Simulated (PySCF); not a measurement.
Gas-phase reaction: SiHF + 2 Cl2 + 3 HF ⇌ SiF4 + 4 HCl

Method: PySCF energies plus ideal-gas RRHO corrections (1 bar). † marks an energy on the PBE0/def2-TZVP geometry and frequencies; other levels use their own. CCSD(T) freezes the core. 6-31G* has spherical d functions here. All species are closed-shell singlets. B3LYP is the form with VWN-RPA correlation. SiHF: computed as isolated molecules; such fragments, hydroxides, amides, oligomers or adducts are transient or little studied in the gas. CCSD(T) isn't extrapolated to the basis-set limit; its ΔH°(298 K) is -1006.8 kJ in def2-SVP and -1017.8 kJ in def2-TZVPP. The harmonic model lacks anharmonicity and excited electronic states, which grow with temperature; levels with a mode under 35 cm⁻¹ are left out.

```tsv
level	ΔE electronic, kJ	ΔH°(298 K), kJ	ΔS°(298 K), J/K	ΔG°(1400 K), kJ
B3LYP/6-31G*	-1067	-1067	-176	-824
BLYP/def2-TZVP†	-936	-939	-175	-699
CCSD(T)/def2-SVP†	-1004	-1007	-175	-766
CCSD(T)/def2-TZVPP†	-1015	-1018	-175	-778
HF/6-31G*	-1115	-1117	-177	-873
HF/def2-TZVP†	-1071	-1074	-175	-834
PBE/def2-SVP	-976	-977	-175	-737
PBE0/def2-QZVP†	-981	-984	-175	-744
PBE0/def2-TZVP	-989	-992	-175	-751
r2SCAN/def2-TZVP†	-1041	-1044	-175	-804
ωB97M-V/def2-TZVP†	-999	-1002	-175	-762
```
ΔH° is lowest at HF/6-31G* and highest at BLYP/def2-TZVP†. No reference value is set beside these.
